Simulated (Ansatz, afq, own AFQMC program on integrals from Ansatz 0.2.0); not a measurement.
Integrals from Ansatz 0.2.0, then the random walk in our own AFQMC program (afq).

```yaml
crystal:
  periodic: [false, false, false]
  atoms:
    - {symbol: O, position_ang: [0.000000, 0.000000, 0.000000]}
    - {symbol: Na, position_ang: [0.000000, 0.000000, 2.515800]}
basis:
  gaussian: {orbitals: cc-pVDZ}
total_charge: 1
magnetization: {spin_polarized: true, initial_magnetization: 2}
correlation: {method: ccsd_t, electrons: outside_noble_gas, hamiltonian_folder: ham}
```

```sh
$ ansatz run in.yaml --threads 1 --pin off --events-out ev --progress --plain --max-ram 1843MiB
```

afq runs on the folder ham with

```
--method phaseless --trial cisd --walkers 20 --populations 1 --least-time 40 --time-step 0.005 --steps-per-block 50 --equilibration-blocks 24 --max-blocks 160 --target-error 0.00058 --factor-cut 0.001 --start spin_pure --seed 4373 --release-times 0.2,0.4 --release-step 0.02 --release-every 4 --taylor-order 8
```

Times are imaginary, in 1/Eh. The walk had a cap of 215 s.

Output of the walk:

```
orbitals 26  electrons 4 2  factors 113 of 295
reference energy -236.47526616 Eh
CCSD correlation -0.11918875 Eh in 11 cycles, weight of the determinant in the CISD state 0.9685
energy of the start -236.594415 Eh
 block  time / (1/Eh)  mean weight  energy / Eh
     1     0.250  0.9972  -236.594431
     2     0.500  0.9976  -236.595515
     3     0.750  0.9998  -236.594375
     4     1.000  1.0026  -236.594414
     5     1.250  1.0026  -236.595514
     8     2.000  1.0031  -236.594548
    13     3.250  0.9992  -236.594494
    25     6.250  0.9867  -236.594308
    37     9.250  0.9968  -236.595334
    45    11.250  0.9991  -236.594021
    49    12.250  1.0000  -236.595878
    61    15.250  1.0001  -236.595511
    73    18.250  0.9999  -236.596066
    85    21.250  0.9969  -236.595067
    97    24.250  0.9957  -236.596512
   109    27.250  1.0015  -236.594993
   121    30.250  1.0001  -236.595551
   133    33.250  0.9964  -236.594522
   145    36.250  1.0002  -236.596367
   157    39.250  0.9992  -236.594536
   169    42.250  1.0001  -236.596800
   173    43.250  1.0019  -236.604283
   181    45.250  1.0018  -236.594055
blocks merged  error / Eh  count
     1  0.000160  160
     2  0.000176  80
     4  0.000191  40
     8  0.000184  20
    16  0.000147  10
released: time / (1/Eh)  energy / Eh  error  mean overlap
  0.20  -236.595772  0.000225  1.0001
  0.40  -236.595661  0.000194  0.9807
energy -236.595769 +/- 0.000191 Eh
(rows thinned)
```

The run passed its tests (sampling time, drift between the halves within three errors, error under three times the target), which doesn't prove that it has relaxed.

Against this walk (error 5.2 meV) on the same determinant: CCSD(T) 9.0 meV higher (within the noise), CCSDT(Q) 2.6 meV higher (within the noise), full CI 2.3 meV higher (within the noise), a separate phaseless walk with a CISD trial and standard settings 6.5 ± 5.8 meV higher (within the noise). The error is statistical and leaves out the bias of the constraint. Released to 0.40 1/Eh the energy moves by 3 ± 7 meV (both errors), within twice the noise.

Cautions: constraint bias not in the error; so few walkers bias the energy; the coarse factor cut changes the integrals a little.

The walk took 22 s on 1 thread of Arm Neoverse V1, on a shared host. The log's last line is the phaseless energy.

CCSDT and higher add their correlation energy to the determinant of the CCSD(T) run, since their own runs factorise the integrals more tightly (a shift of under 2 meV). A walk keeps the symmetry of its determinant, which the program's search chose and which needn't be the lowest solution, so a lower state of the same spin and another symmetry isn't excluded.
